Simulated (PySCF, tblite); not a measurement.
Isomers of C2H5P, one GFN2-xTB conformer each. Single-point energies are computed at PBE0/pcSseg-1 (PySCF, gas phase, no added dispersion term), electronic only.

**Question.** Rank them by PBE0/pcSseg-1 energy, lowest first (kJ/mol).
A. 1-phosphapropene (`P(/[H])=C/C`)
B. `[CH2:1]=[CH:2][PH2:3]` with C1–C2–P3–H 118° and 25°
C. `C1PC1`

**Answer.** C (0.0), A (16.4), B (31.5).

As drawn, the lowest has a three-membered ring, which the highest lacks; the highest has a C=C bond outside aromatic rings, which the lowest lacks. GFN2-xTB itself gives, in the same order: 0.0, 20.1, 33.8. Both levels put the same isomer lowest; measured from each level's own lowest isomer, the values differ by up to 3.7 kJ/mol ([H]/P=C\C: 20.1 against 16.4).

**Question.** Which frontier levels, dipoles and rotational constants go with these structures?

**Answer.** 
```json
{"SMILES": "C1CP1", "HOMO (eV, PBE0/pcSseg-1)": "-7.48", "LUMO (eV)": "0.58", "dipole (D)": "1.30", "A, B, C (MHz)": "20191, 9991, 7745"}
{"SMILES": "[H]/P=C\\C", "HOMO (eV, PBE0/pcSseg-1)": "-7.31", "LUMO (eV)": "-1.46", "dipole (D)": "1.77", "A, B, C (MHz)": "41733, 5491, 5002"}
{"SMILES": "C=CP", "HOMO (eV, PBE0/pcSseg-1)": "-6.99", "LUMO (eV)": "-0.12", "dipole (D)": "1.01", "A, B, C (MHz)": "41178, 5543, 5056"}
```

**Question.** What happens when harmonic zero-point energies from GFN2-xTB frequencies are added?

**Answer.** 
| SMILES | ZPE (kJ/mol) | electronic (kJ/mol) | with ZPE (kJ/mol) |
| --- | --- | --- | --- |
| C1CP1 | 162.2 | 0.0 | 0.0 |
| [H]/P=C\C | 160.1 | 16.4 | 14.3 |
| C=CP | 152.7 | 31.5 | 22.0 |

The zero-point energies span 9.5 kJ/mol. The order is unchanged.

**Question.** As an exercise, what shares would exp(−E/RT) give at 2000 K from these electronic energies alone (no entropy, no degeneracies)?

**Answer.** RT = 16.629 kJ/mol: C1CP1 65.6 %, [H]/P=C\C 24.5 %, C=CP 9.9 %.
